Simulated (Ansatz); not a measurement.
**SiNH+ (doublet): wave-function methods side by side, def2-TZVPP**

The task here is to estimate one member of a computed series from the others.

Program: Ansatz 0.2.0, Gaussian basis. Level of theory: def2-TZVPP, core rule «outside noble gas», up to 6 orbitals frozen. These are calculated values, not measurements.

The runs, in order: UHF; ROHF; CCSD(T) on UHF.

2 further runs of the same task are left out: 2 set aside as unsound or not needed.

## The geometry

The geometry is a PBE0/def2-TZVP stationary point (not a proven minimum) of the parent state, kept for this charge and spin.

3 atoms, charge 1, spin multiplicity 2.

Atoms are counted from 1 here; the program's logs count them from 0.

Bond lengths: Si1–N2 1.701 Å, N2–H3 1.020 Å. Angles: Si1–N2–H3 125.4°.

As a file:

```xyz
3
charge 1, multiplicity 2
Si    0.00000    0.03295    0.60587
N     0.00000   -0.11379   -1.08895
H     0.00000    0.66309   -1.74958
```

The first run:

in.yaml reads:

```yaml
crystal:
  periodic: [false, false, false]
  atoms:
    - {symbol: Si, position_ang: [0.000000, 0.032951, 0.605869]}
    - {symbol: N, position_ang: [0.000000, -0.113788, -1.088955]}
    - {symbol: H, position_ang: [0.000000, 0.663088, -1.749585]}
basis:
  gaussian: {orbitals: def2-TZVPP}
total_charge: 1
magnetization: {spin_polarized: true, initial_magnetization: 1}
hamiltonian: {xc: hf}
output: {orbitals: {seedname: orbitals}}
```

Started as:

```bash
ansatz run in.yaml --threads 1 --pin off --events-out ev --progress --plain --max-ram 4096MiB --backend cpu
```

Among the steps run: UHF; ROHF; CCSD(T) on UHF.

One table of the session follows, with a row left open; its other results are not shown here.

| method | from UCCSD(T) (kcal/mol) |
| --- | --- |
| ROHF | ? |
| UHF | +171.03 |
| UMP2 | +23.46 |
| UCCSD | +6.58 |
| UCCSD(T) | 0 |

Q: Estimate the row for ROHF from the others.

**Answer.** from UCCSD(T) (kcal/mol): +173.72. In the column «from UCCSD(T) (kcal/mol)» it is the highest.
